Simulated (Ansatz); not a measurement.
A run of Ansatz (development build ahead of 0.2.0) on singlet BH₃ at this shape:

```yaml
atoms:
  - { symbol: B, position_ang: [0.0320, 0.0307, 0.1005] }
  - { symbol: H, position_ang: [1.1998, 0.0806, 0.0324] }
  - { symbol: H, position_ang: [-0.6147, 0.9734, -0.1062] }
  - { symbol: H, position_ang: [-0.6807, -0.9570, 0.0208] }
```

Its results:

```yaml
Converged: yes
Reference_energy: -26.36983 hartree
Correlation_energy: -0.05500 hartree
Total_energy: -26.42483 hartree
Spin_squared_of_the_determinant: 0.000
```

Problem. Which input gives this output? Name the method, the orbitals and the basis set, and write the input.

Solution. RHF-MP2 in 6-31G. An unrestricted run that stays on the closed shell gives the same numbers.

```yaml
crystal:
  periodic: [false, false, false]
  atoms:
    - { symbol: B, position_ang: [0.03199, 0.03074, 0.10047] }
    - { symbol: H, position_ang: [1.1998, 0.08062, 0.03237] }
    - { symbol: H, position_ang: [-0.6147, 0.97342, -0.10618] }
    - { symbol: H, position_ang: [-0.68066, -0.95705, 0.02079] }
basis:
  gaussian: { orbitals: "6-31G" }
hamiltonian:
  xc: hf
correlation:
  method: mp2
  frozen_orbitals: { B: 1, H: 0 }
```
